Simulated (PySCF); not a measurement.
PH2OH, H3OP.
Cartesian coordinates in Å at the PBE0-D3(BJ)/def2-SVP level; atoms count from 1:
```xyz
5
H3OP angstrom
O      0.9550   -0.1876    0.3989
P     -0.3945    0.1346   -0.5303
H      1.7253   -0.1846   -0.1783
H     -1.0064    1.1296    0.2993
H     -1.2621   -0.8864   -0.0238
```

Level: PBE0/pcSseg-1 in PySCF, non-relativistic, on one gas-phase PBE0-D3(BJ)/def2-SVP geometry that isn't relaxed in the solvent. The solvent is an IEF-PCM continuum (van der Waals radii × 1.2). Specific hydrogen bonds and non-electrostatic terms are outside this model.

```csv
run,E − E(gas) (kJ/mol),HOMO (eV),HOMO–LUMO gap (eV),dipole (D)
gas,0.00,-7.33,7.34,0.74
P,-8.91,-7.27,7.41,0.77
Q,-14.13,-7.26,7.45,0.80
```

Task: The runs were made in benzene and chloroform. Which run belongs to which solvent?

Result: P = benzene, Q = chloroform. The dielectric constants are 2.271 (benzene), 4.711 (chloroform), and the energy falls further as ε rises. In this model the ground state sees the solvent through ε alone.

Task: How constant is the ratio of the lowering to (ε − 1)/(2ε + 1)?

Result: 
| solvent | (ε − 1)/(2ε + 1) | E − E(gas) (kJ/mol) | ratio (kJ/mol) | polarisation term (kJ/mol) |
| --- | --- | --- | --- | --- |
| benzene | 0.229 | -8.91 | -38.9 | -9.21 |
| chloroform | 0.356 | -14.13 | -39.7 | -14.92 |

The ratio changes by +2.1 % in size from benzene to chloroform. The polarisation term is half the interaction of the solute with the induced surface charges.
